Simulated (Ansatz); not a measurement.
Isomers of C$_{3}$H$_{6}$FN, relaxed with PBE0-D4/def2-TZVP in Ansatz; electronic energies, one conformer each and not always the lowest. Functionals use def2-TZVPP; CBS adds triple-zeta CCSD(T) − MP2 to the MP2 limit of def2-TZVPP and def2-QZVPP.

(1) Order them by energy at frozen-core CCSD(T)/CBS, lowest first. (Best estimate.)
A. `C/C=N/CF`
B. `C=NC(C)F`
C. `C/N=C(/C)F`
D. `C/C=C(\N)F`
E. `C=C(F)NC`

(2) How do PBE-D4, MP2/CBS(def2), ωB97M-V, r2SCAN-D4 place them (kcal/mol, against `C/N=C(/C)F`)? (An estimate is asked.)

## Answers

(1) C (0.0 kcal/mol), D (4.7 kcal/mol), B (7.0 kcal/mol), A (9.5 kcal/mol), E (12.7 kcal/mol).

(2) The calculation gave: 
```tsv
isomer	PBE-D4	MP2/CBS(def2)	ωB97M-V	r2SCAN-D4
`C/C=C(\N)F`	4.6	4.1	4.6	4.9
`C/C=N/CF`	11.2	10.2	10.4	11.8
`C=NC(C)F`	9.9	7.9	8.1	9.7
`C=C(F)NC`	12.5	12.6	12.2	12.5
```
